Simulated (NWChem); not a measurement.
Everything below was run with NWChem. System: methanethiol (CH4S), charge 0, spin multiplicity 1, at a geometry optimised with PBE0/def2-SVP. Level: RHF/cc-pVTZ.

NWChem printed:

```
             Northwest Computational Chemistry Package (NWChem) 7.3.0
             --------------------------------------------------------

                                NWChem Input Module
                                -------------------

 Scaling coordinates for geometry "geometry" by  1.889725989
 (inverse scale =  0.529177249)

 Turning off AUTOSYM since
 SYMMETRY directive was detected!

                             Geometry "geometry" -> ""
                             -------------------------

 Output coordinates in angstroms (scale by  1.889725989 to convert to a.u.)

  No.       Tag          Charge          X              Y              Z
 ---- ---------------- ---------- -------------- -------------- --------------
    1 C                    6.0000     1.04680800     0.47325800     0.00000000
    2 S                   16.0000    -0.57200000    -0.34130400     0.00000000
    3 H                    1.0000     1.19876300     1.08551800     0.89986400
    4 H                    1.0000     1.79508700    -0.33129100     0.00000000
    5 H                    1.0000     1.19876300     1.08551800    -0.89986400
    6 H                    1.0000    -1.32146700     0.78156600     0.00000000

 Effective nuclear repulsion energy (a.u.)      56.2439969532

            Nuclear Dipole moment (a.u.)
            ----------------------------
        X                 Y               Z
 ---------------- ---------------- ----------------
    -0.0000113384    -0.0000094486     0.0000000000

      Symmetry information
      --------------------

 Group name             Cs
 Group number              2
 Group order               2
 No. of unique centers     5

      Symmetry unique atoms

     1    2    3    4    6


 Summary of "ao basis" -> "" (spherical)
 ------------------------------------------------------------------------------
       Tag                 Description            Shells   Functions and Types
 ---------------- ------------------------------  ------  ---------------------
 *                          cc-pvtz                   on all atoms

 Summary of "ao basis" -> "ao basis" (spherical)
 ------------------------------------------------------------------------------
       Tag                 Description            Shells   Functions and Types
 ---------------- ------------------------------  ------  ---------------------
 C                          cc-pvtz                 10       30   4s3p2d1f
 S                          cc-pvtz                 12       34   5s4p2d1f
 H                          cc-pvtz                  6       14   3s2p1d

                                 NWChem SCF Module
                                 -----------------

  ao basis        = "ao basis"
  functions       =   120
  atoms           =     6
  closed shells   =    13
  open shells     =     0
  charge          =   0.00
  wavefunction    = RHF
  use symmetry    = T
  symmetry adapt  = T

 Summary of "ao basis" -> "ao basis" (spherical)
 ------------------------------------------------------------------------------
       Tag                 Description            Shells   Functions and Types
 ---------------- ------------------------------  ------  ---------------------
 C                          cc-pvtz                 10       30   4s3p2d1f
 S                          cc-pvtz                 12       34   5s4p2d1f
 H                          cc-pvtz                  6       14   3s2p1d

      Symmetry analysis of basis
      --------------------------

        a'         77
        a"         43

 Forming initial guess at       0.0s

      Superposition of Atomic Density Guess
      -------------------------------------

 Sum of atomic energies:        -437.15664472

      Non-variational initial energy
      ------------------------------

 Total energy =    -438.001153
 1-e energy   =    -713.111477
 2-e energy   =     218.866326
 HOMO         =      -0.286108
 LUMO         =       0.045105

      Symmetry analysis of molecular orbitals - initial
      -------------------------------------------------

  Numbering of irreducible representations:

     1 a'          2 a"

  Orbital symmetries:

     1 a'          2 a'          3 a'          4 a'          5 a'
     6 a"          7 a'          8 a'          9 a'         10 a"
    11 a'         12 a'         13 a"         14 a'         15 a'
    16 a'         17 a'         18 a"         19 a'         20 a'
    21 a'         22 a"         23 a'

 Starting SCF solution at       1.6s

 ----------------------------------------------
         Quadratically convergent ROHF

 Convergence threshold     :          1.000E-07
 Maximum no. of iterations :          100
 Final Fock-matrix accuracy:          1.000E-09
 ----------------------------------------------

              iter       energy          gnorm     gmax       time
             ----- ------------------- --------- --------- --------
                 1     -437.7317807913  4.77D-01  1.23D-01      1.6
                 2     -437.7532635076  1.51D-01  5.06D-02      1.7
                 3     -437.7557107953  1.11D-02  2.73D-03      2.0
                 4     -437.7557268127  7.09D-05  1.70D-05      2.3
                 5     -437.7557268134  6.49D-09  1.63D-09      2.9

       Final RHF  results
       ------------------

         Total SCF energy =   -437.755726813412
      One-electron energy =   -715.008689558437
      Two-electron energy =    221.008965791867
 Nuclear repulsion energy =     56.243996953158

        Time for solution =      1.4s

       Symmetry analysis of molecular orbitals - final
       -----------------------------------------------

  Numbering of irreducible representations:

     1 a'          2 a"

  Orbital symmetries:

     1 a'          2 a'          3 a'          4 a'          5 a'
     6 a"          7 a'          8 a'          9 a'         10 a"
    11 a'         12 a'         13 a"         14 a'         15 a'
    16 a'         17 a"         18 a'         19 a'         20 a'
    21 a'         22 a"         23 a'

             Final eigenvalues
             -----------------

              1
    1  -91.9511
    2  -11.2607
    3   -8.9530
    4   -6.6343
    5   -6.6333
    6   -6.6323
    7   -1.0352
    8   -0.8627
    9   -0.6047
   10   -0.5878
   11   -0.5255
   12   -0.4587
   13   -0.3563
   14    0.1238
   15    0.1620
   16    0.2052
   17    0.2058
   18    0.2124
   19    0.3507
   20    0.3661
   21    0.3864
   22    0.3867
   23    0.4368

                       ROHF Final Molecular Orbital Analysis
                       -------------------------------------

 Vector   11  Occ=2.000000D+00  E=-5.255232D-01  Symmetry=a'
              MO Center=  2.8D-01,  1.6D-01,  2.2D-16, r^2= 2.3D+00
   Bfn.  Coefficient  Atom+Function         Bfn.  Coefficient  Atom+Function
  ----- ------------  ---------------      ----- ------------  ---------------
    39      0.315683  2 S  px                 8     -0.246023  1 C  px
    80     -0.197359  4 H  s                  5     -0.184046  1 C  px
   108     -0.176826  6 H  s

 Vector   12  Occ=2.000000D+00  E=-4.586674D-01  Symmetry=a'
              MO Center= -3.2D-01, -2.5D-01,  3.2D-15, r^2= 2.1D+00
   Bfn.  Coefficient  Atom+Function         Bfn.  Coefficient  Atom+Function
  ----- ------------  ---------------      ----- ------------  ---------------
    40      0.392454  2 S  py                35     -0.255706  2 S  s
    46      0.228380  2 S  py                33     -0.199904  2 S  s
    43      0.161685  2 S  py                39      0.151197  2 S  px
   108      0.151298  6 H  s

 Vector   13  Occ=2.000000D+00  E=-3.562824D-01  Symmetry=a"
              MO Center= -4.6D-01, -2.3D-01,  1.2D-15, r^2= 1.9D+00
   Bfn.  Coefficient  Atom+Function         Bfn.  Coefficient  Atom+Function
  ----- ------------  ---------------      ----- ------------  ---------------
    41      0.526987  2 S  pz                47      0.418785  2 S  pz
    44      0.215662  2 S  pz

 Vector   14  Occ=0.000000D+00  E= 1.238217D-01  Symmetry=a'
              MO Center=  4.6D-01,  5.7D-01,  5.6D-14, r^2= 6.3D+00
   Bfn.  Coefficient  Atom+Function         Bfn.  Coefficient  Atom+Function
  ----- ------------  ---------------      ----- ------------  ---------------
     4      2.802945  1 C  s                109     -1.067256  6 H  s
    67     -0.963206  3 H  s                 95     -0.963206  5 H  s
    81     -0.918018  4 H  s                 45     -0.709121  2 S  px
    35      0.461738  2 S  s                 46      0.413207  2 S  py
    11      0.255995  1 C  px                 2      0.232842  1 C  s

 Vector   15  Occ=0.000000D+00  E= 1.620470D-01  Symmetry=a'
              MO Center= -4.5D-01,  5.1D-01, -3.2D-16, r^2= 6.7D+00
   Bfn.  Coefficient  Atom+Function         Bfn.  Coefficient  Atom+Function
  ----- ------------  ---------------      ----- ------------  ---------------
     4      2.298867  1 C  s                 35     -2.047870  2 S  s
   109      1.694611  6 H  s                 46     -1.123512  2 S  py
    81     -0.782384  4 H  s                 67     -0.468692  3 H  s
    95     -0.468692  5 H  s                 11     -0.461081  1 C  px
    12     -0.287366  1 C  py                40     -0.282705  2 S  py

 Vector   16  Occ=0.000000D+00  E= 2.051981D-01  Symmetry=a'
              MO Center=  1.7D+00, -5.2D-02,  1.6D-12, r^2= 5.5D+00
   Bfn.  Coefficient  Atom+Function         Bfn.  Coefficient  Atom+Function
  ----- ------------  ---------------      ----- ------------  ---------------
    81      2.626548  4 H  s                 12      1.764827  1 C  py
    67     -1.437236  3 H  s                 95     -1.437236  5 H  s
    11     -0.754751  1 C  px                 9      0.391096  1 C  py
    46     -0.342181  2 S  py                80      0.312475  4 H  s
     4      0.218577  1 C  s                 45      0.203514  2 S  px

 center of mass
 --------------
 x =  -0.11151417 y =  -0.10200956 z =   0.00000000

 moments of inertia (a.u.)
 ------------------
          39.302184765182         -46.482627250064           0.000000000000
         -46.482627250064         117.771925562250           0.000000000000
           0.000000000000           0.000000000000         145.416848645585

  Mulliken analysis of the total density
  --------------------------------------

    Atom       Charge   Shell Charges
 -----------   ------   -------------------------------------------------------
    1 C    6     6.23   1.96  0.82  0.15  0.31  0.79  1.56  0.55  0.02  0.07  0.00
    2 S   16    16.17   2.00  1.90  1.10  0.18  0.64  5.81  2.42  0.82  1.19  0.08  0.04  0.01
    3 H    1     0.89   0.26  0.50  0.10  0.01  0.02  0.00
    4 H    1     0.90   0.26  0.50  0.10  0.01  0.02  0.00
    5 H    1     0.89   0.26  0.50  0.10  0.01  0.02  0.00
    6 H    1     0.91   0.23  0.51  0.13  0.01  0.04  0.00

       Multipole analysis of the density wrt the origin
       ------------------------------------------------

     L   x y z        total         open         nuclear
     -   - - -        -----         ----         -------
     0   0 0 0     -0.000000      0.000000     26.000000

     1   1 0 0      0.368189      0.000000     -0.000011
     1   0 1 0      0.526173      0.000000     -0.000009
     1   0 0 1      0.000000      0.000000      0.000000

     2   2 0 0    -14.292980      0.000000     70.180212
     2   1 1 0     -0.947239      0.000000     25.251437
     2   1 0 1     -0.000000      0.000000      0.000000
     2   0 2 0    -15.314469      0.000000     22.443965
     2   0 1 1     -0.000000      0.000000      0.000000
     2   0 0 2    -16.866798      0.000000      5.783376

 Task  times  cpu:        2.9s     wall:        2.9s

 Total times  cpu:        3.0s     wall:        3.0s
```

Q: Write an NWChem input that would produce this output.

A: One answer among several that fit: 
```
start mol
memory heap 200 mb stack 900 mb global 1100 mb
geometry units angstroms nocenter noautoz
  C      1.046808     0.473258     0.000000
  S     -0.572000    -0.341304     0.000000
  H      1.198763     1.085518     0.899864
  H      1.795087    -0.331291     0.000000
  H      1.198763     1.085518    -0.899864
  H     -1.321467     0.781566     0.000000
  symmetry group Cs
end
basis spherical
  * library cc-pvtz
end
scf
  rhf
  nopen 0
  maxiter 100
  thresh 1e-7
  semidirect memsize 60000000 filesize 0
end
task scf energy
```
